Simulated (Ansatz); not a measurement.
A nudged elastic band was laid between two geometries of C3H7F (11 atoms, charge 0, multiplicity 1).

Theory: Ansatz 0.2.0, RKS revPBE/6-31G*.

- movable images: 5
- climbing image: yes
- spring: 5.0 eV/Å²
- optimiser: quadratic models (default)
- start path: through a guess of the saddle point
- force threshold: 0.05 eV/Å
- iteration limit: 60
- end points: relaxed

First end point:

```xyz
11
Properties=species:S:1:pos:R:3
C -0.240 1.063 -0.714
C -0.485 -0.310 -0.083
C 0.635 -0.779 0.850
F -0.616 -1.259 -1.127
H -1.058 1.318 -1.409
H -0.188 1.847 0.062
H 0.709 1.066 -1.277
H -1.450 -0.305 0.463
H 1.599 -0.808 0.312
H 0.420 -1.791 1.231
H 0.738 -0.097 1.712
```

Last end point:

```xyz
11
Properties=species:S:1:pos:R:3
C -0.172 0.978 -0.844
C -0.536 -0.221 0.036
C 0.627 -0.756 0.877
F -0.988 -1.267 -0.807
H -1.037 1.280 -1.458
H 0.133 1.839 -0.225
H 0.662 0.722 -1.521
H -1.386 0.043 0.696
H 0.978 0.010 1.591
H 1.473 -1.042 0.229
H 0.311 -1.644 1.449
```

(1) What changes between the two ends?

(2) Give the energies along the band, and the barrier.

(3) What is the geometry of the highest image?

(4) What are the harmonic wavenumbers there?

Results:

(1) No bond is made or broken. The dihedral F4–C2–C3–H9 goes from 63 to -177°. The two ends are copies of one structure, up to a mirror image or an exchange of like atoms.

(2) It converged. The highest image is number 3 of 0 to 6, 3.3 kcal/mol above the ends, which have the same energy within 2 meV. A vibrational analysis at the climbing image gives one clearly imaginary mode, 238i cm⁻¹: a first-order saddle point.

| image | path coordinate (Å) | energy (kcal/mol) | dihedral F4–C2–C3–H9 (°) |
| --- | --- | --- | --- |
| 0 | 0.00 | 0.0 | 63 |
| 1 | 0.56 | 0.7 | 81 |
| 2 | 1.12 | 2.4 | 101 |
| 3 | 1.68 | 3.3 | 122 |
| 4 | 2.23 | 2.4 | 143 |
| 5 | 2.79 | 0.8 | 164 |
| 6 | 3.34 | 0.0 | -177 |

(3) 
```xyz
11
Properties=species:S:1:pos:R:3
C -0.189 0.997 -0.822
C -0.533 -0.245 0.003
C 0.633 -0.750 0.889
F -0.911 -1.273 -0.898
H -1.041 1.288 -1.460
H 0.058 1.847 -0.161
H 0.682 0.798 -1.471
H -1.426 -0.041 0.625
H 1.527 -0.107 0.806
H 0.914 -1.764 0.558
H 0.351 -0.806 1.953
```

(4) 238i, 270, 354, 407, 481, 809, 909, 936, 945, 1097, 1137, 1163, 1339, 1348, 1384, 1397, 1474, 1480, 1485, 1489, 2963, 2983, 2993, 3061, 3064, 3070, 3081 cm⁻¹.

The run took 65 s on 1 thread of Arm Neoverse V2, on a shared host, peak memory 0.14 GiB.
